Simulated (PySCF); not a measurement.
## CH8Si2

CH8Si2 is a small molecule, neutral, singlet. The structure, one conformer, was relaxed in the gas phase by PBE0-D3(BJ)/def2-SVP. No frequency run checks that it is a minimum.

SMILES: [SiH3]C[SiH3]

```xyz
11

Si   -1.494   -0.349   -0.416
C     0.342   -0.668   -0.152
Si    1.321    0.783    0.539
H    -1.691    0.771   -1.388
H    -2.175   -1.568   -0.954
H    -2.147    0.027    0.875
H     0.455   -1.528    0.530
H     0.790   -0.966   -1.116
H     1.212    1.964   -0.372
H     2.767    0.429    0.686
H     0.790    1.174    1.881
```
(Å; atoms numbered from 1)

Shieldings: GIAO PBE0/pcSseg-2. Shifts are against computed references at the same level: C TMS (σ 184.1 ppm), H TMS (σ 31.24 ppm), Si TMS (σ 341.3 ppm). Core levels by delta-SCF with SCAN, pcX-2 on the ionised atom and pcseg-1 elsewhere, spin-free X2C (2p3/2 is the spin-free 2p value less a third of a first-order spin-orbit splitting); from the vacuum level, for chosen atoms.

(1) Give the shieldings and core levels atom by atom.

(2) By CAM-B3LYP/def2-SVPD (TDDFT singlets, Tamm-Dancoff triplets, ionisation by delta-SCF), where does absorption start, and what does vertical ionisation take?

## Answers

(1) 
```csv
atoms,bonded to,σ (ppm),δ (ppm),core level (eV)
Si1 Si3,1 C + 3 H,407.7,-66.4,2p3/2 106.75
C2,2 Si + 2 H,200.0,-15.9,1s 290.08
H4 H5 H6,1 Si,27.22,4.03,-
H7 H8,1 C,31.32,-0.07,-
H9 H10 H11,1 Si,27.22,4.03,-
```

Values are those of this one static structure, with the three H of a rotating XH3 group averaged; atoms that internal rotation interchanges would show their mean in an NMR spectrum.

(2) The lowest singlet lies at 7.98 eV (f 0.027), the strongest of the first 6 at 8.58 eV (f 0.095), the lowest triplet at 7.57 eV; vertical ionisation takes 10.95 eV.
